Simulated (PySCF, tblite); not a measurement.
Breaking a bond: SMILES S (H₂S). The S1–H3 bond (S1 also carries H; H3 carries nothing else) is stretched with both fragments frozen at the PBE0/def2-TZVP optimised geometry.

- RCCSD(T) = CCSD(T) on RHF/cc-pVTZ, 5 core orbitals frozen (PySCF)
- UKS-PBE = unrestricted PBE/cc-pVTZ (PySCF)
- GFN2-xTB, 300 K electronic temperature (tblite)

Energies are in eV, each relative to the lowest point of its own curve near equilibrium.

```json
[
 {"R / Å": "0.99", "RCCSD(T)": "3.239", "UKS-PBE": "3.344", "GFN2-xTB": "2.972"},
 {"R / Å": "1.08", "RCCSD(T)": "1.483", "UKS-PBE": "1.568", "GFN2-xTB": "1.225"},
 {"R / Å": "1.15", "RCCSD(T)": "0.690", "UKS-PBE": "0.755", "GFN2-xTB": "0.520"},
 {"R / Å": "1.22", "RCCSD(T)": "0.242", "UKS-PBE": "0.284", "GFN2-xTB": "0.158"},
 {"R / Å": "1.26", "RCCSD(T)": "…", "UKS-PBE": "0.128", "GFN2-xTB": "0.055"},
 {"R / Å": "1.31", "RCCSD(T)": "…", "UKS-PBE": "0.024", "GFN2-xTB": "…"},
 {"R / Å": "1.34", "RCCSD(T)": "0.000", "UKS-PBE": "0.000", "GFN2-xTB": "0.000"},
 {"R / Å": "1.39", "RCCSD(T)": "0.030", "UKS-PBE": "…", "GFN2-xTB": "0.037"},
 {"R / Å": "1.42", "RCCSD(T)": "0.073", "UKS-PBE": "0.046", "GFN2-xTB": "0.078"},
 {"R / Å": "1.47", "RCCSD(T)": "0.179", "UKS-PBE": "…", "GFN2-xTB": "0.169"},
 {"R / Å": "1.56", "RCCSD(T)": "0.446", "UKS-PBE": "0.376", "GFN2-xTB": "0.387"},
 {"R / Å": "1.67", "RCCSD(T)": "0.847", "UKS-PBE": "0.752", "GFN2-xTB": "0.707"},
 {"R / Å": "1.80", "RCCSD(T)": "1.359", "UKS-PBE": "1.247", "GFN2-xTB": "1.121"},
 {"R / Å": "1.99", "RCCSD(T)": "2.078", "UKS-PBE": "1.975", "GFN2-xTB": "…"},
 {"R / Å": "2.22", "RCCSD(T)": "2.800", "UKS-PBE": "2.774", "GFN2-xTB": "2.438"},
 {"R / Å": "2.39", "RCCSD(T)": "3.200", "UKS-PBE": "3.259", "GFN2-xTB": "2.884"},
 {"R / Å": "2.66", "RCCSD(T)": "3.607", "UKS-PBE": "3.682", "GFN2-xTB": "3.448"},
 {"R / Å": "2.99", "RCCSD(T)": "3.811", "UKS-PBE": "3.900", "GFN2-xTB": "3.876"},
 {"R / Å": "3.26", "RCCSD(T)": "3.837", "UKS-PBE": "3.979", "GFN2-xTB": "4.072"},
 {"R / Å": "3.61", "RCCSD(T)": "3.793", "UKS-PBE": "4.026", "GFN2-xTB": "4.206"},
 {"R / Å": "4.01", "RCCSD(T)": "3.721", "UKS-PBE": "4.047", "GFN2-xTB": "4.265"},
 {"R / Å": "4.70", "RCCSD(T)": "3.627", "UKS-PBE": "4.057", "GFN2-xTB": "4.280"}
]
```

### Question
Complete the blanks.

### Answer

- 1.26, RCCSD(T): 0.100
- 1.31, RCCSD(T): 0.013
- 1.31, GFN2-xTB: 0.001
- 1.39, UKS-PBE: 0.012
- 1.47, UKS-PBE: 0.136
- 1.99, GFN2-xTB: 1.740

The T1 diagnostic of CCSD on the restricted reference of RCCSD(T) exceeds 0.045 at 3.61 to 4.70 Å. The unrestricted determinant behind UKS-PBE is spin-contaminated at 2.39 to 4.70 Å (<S²> up to 1.0, against 0.00 for a pure singlet).
